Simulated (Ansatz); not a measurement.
Consider the substitution at a C–Cl bond: `OC(F)Cl` + H–F → `OC(F)F` + HCl.

Gas-phase electronic energies from Ansatz, PBE0-D4/def2-TZVP geometries. CCSD(T)/CBS adds triple-zeta CCSD(T) − MP2 to the extrapolated MP2 energy (def2 sets, frozen cores). This one scheme is used for every species. DFT in def2-TZVPP. B3LYP here is the variant with VWN-RPA as its local correlation; programs differ in this. HSE06 is defined as in plane-wave codes. One conformer a species, not always the lowest.

```tsv
level	ΔE (kJ/mol)	difference from CCSD(T)/CBS
LDA (SPW92)	-27.4	-5.3
PBE-D4	-21.5	0.6
revPBE-D4	-17.3	4.8
BLYP-D4	-23.1	-1.0
r2SCAN-D4	-29.4	-7.3
B97M-V	-34.8	-12.7
B3LYP-D4	-28.0	-5.9
r2SCANh-D4	-30.2	-8.1
r2SCAN0-D4	-31.4	-9.3
HSE06-D4	-26.1	-4.0
BHLYP-D4	-35.4	-13.3
CAM-B3LYP-D4	-35.4	-13.3
ωB97X-V	-33.1	-11.0
ωB97M-V	-30.8	-8.7
B2PLYP	-30.1	-8.0
PBE-QIDH	-28.7	-6.6
PBE	-24.0	-1.9
revPBE	-23.7	-1.6
r2SCAN	-30.0	-7.9
PBE0	-28.4	-6.3
B3LYP	-32.3	-10.2
r2SCANh	-30.8	-8.7
r2SCAN0	-32.1	-10.0
HSE06	-28.2	-6.1
LC-ωPBE	-34.4	-12.3
RPA@PBE/def2-TZVPP	-32.1	-10.0
HF/def2-SVP	-69.5	-47.4
MP2/def2-SVP	-48.3	-26.2
CCSD/def2-SVP	-55.7	-33.6
CCSD(T)/def2-SVP	-53.7	-31.6
HF/def2-TZVPP	-50.8	-28.7
MP2/def2-TZVPP	-22.5	-0.4
SCS-MP2/def2-TZVPP	-27.8	-5.7
CCSD/def2-TZVPP	-34.1	-12.0
HF/def2-QZVPP	-50.3	-28.2
MP2/def2-QZVPP	-17.5	4.6
SCS-MP2/def2-QZVPP	-23.0	-0.9
HF/CBS(def2)	-50.2	-28.1
MP2/CBS(def2)	-14.2	7.9
CCSD/CBS(def2)	-25.8	-3.7
CCSD(T)/CBS	-22.1	0
```

What do rigid-rotor, harmonic-oscillator terms from PBE0-D4/def2-TZVP frequencies (298.15 K, 1 bar) make of the CCSD(T)/CBS value? (An estimate is asked.)

Ansatz gave: ΔZPE = -2.4 kJ/mol, ΔH = -25.2 kJ/mol, ΔS = 1 J/(mol·K), ΔG = -25.6 kJ/mol.

Largest T1 diagnostic among the species: 0.012.

From PBE to PBE0 (25 % exact exchange), in def2-TZVPP and without D4, ΔE moves by −4.4 kJ/mol. Leaving LDA and LC-ωPBE aside and taking each functional with its dispersion term where it has one, the values spread over 18.2 kJ/mol, from CAM-B3LYP-D4 to revPBE-D4. LDA lies −3.3 kJ/mol from PBE without D4. The D4 term adds +4.3 kJ/mol with B3LYP and +2.2 kJ/mol with PBE0; it sums over pairs of atoms, weighted by their polarisabilities, and B3LYP, whose exchange is more repulsive, gets the larger term.
